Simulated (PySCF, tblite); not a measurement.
One entry of a table of gas-phase calculations, keyed by method. Lists by class give the value and the number of equivalent atoms.

```json
{
 "formula": "C4H3ClS",
 "smiles": "Clc1ccsc1",
 "charge": 0,
 "multiplicity": 1,
 "geometry_level": "GFN2-xTB",
 "electronic_structure_code": "PySCF",
 "results": {
  "GFN2-xTB geometry": {
   "point_group": "Cs",
   "rotational_constants_GHz": [7.225, 1.512, 1.25]
  },
  "PBE0/pcSseg-1 ground state and GIAO shieldings, non-relativistic": {
   "dipole_D": 1.34,
   "homo_eV": -7.04,
   "lumo_eV": -0.75,
   "shift_vs_computed_TMS_C_by_class_ppm": [
    [136.4, 1],
    [133.8, 1],
    [132.9, 1],
    [128.7, 1]
   ],
   "shift_vs_computed_TMS_H_by_class_ppm": [
    [7.19, 1],
    [7.07, 1],
    [6.98, 1]
   ],
   "shielding_other_nuclei_by_class_ppm": [
    ["S", 281.2, 1],
    ["Cl", 762.8, 1]
   ]
  },
  "GFN2-xTB harmonic vibrations, gas phase": {
   "strongest_ir_bands_cm-1_km_per_mol_modes": [
    [754.7, 20.5, 1],
    [865.5, 17.6, 1],
    [884.2, 18.3, 1],
    [1080.8, 12.2, 1],
    [1442.3, 16.5, 1],
    [1534.8, 21.6, 1]
   ],
   "zpe_kcal_per_mol": 35.0
  }
 }
}
```

With B = h/(8π²I), that is 505.379 GHz u Å² over I, the principal moments of inertia are 70.0, 334.3 and 404.3 u Å² (most abundant isotopes); the inertial defect Ic − Ia − Ib is 0.0 u Å² (zero for a rigid planar frame, negative otherwise). A dipole of 1.34 D is allowed in Cs, and pure rotational transitions are dipole-allowed. In atomic units the dipole is 0.53 e·bohr (1 au = 2.5417 D). The zero-point energy, half the sum of the 21 harmonic wavenumbers, equals 12230 cm⁻¹ or 146 kJ/mol.

For the vibration job (GFN2-xTB), hardware: one thread of an x86-64 server, no GPU (shared host).
